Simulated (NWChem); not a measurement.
chloromethane (CH3Cl); SMILES ClC

Program: NWChem. Pople sets run with spherical d functions. Structure relaxed at the PBE0/def2-SVP level.

For level PBE/def2-TZVPD:

| Quantity | Result |
|---|---|
| dipole (D) | 1.84 |

Task: How do the values read with level PBE/6-311++G** instead?

Result: The dipole (D) comes out as 1.96.
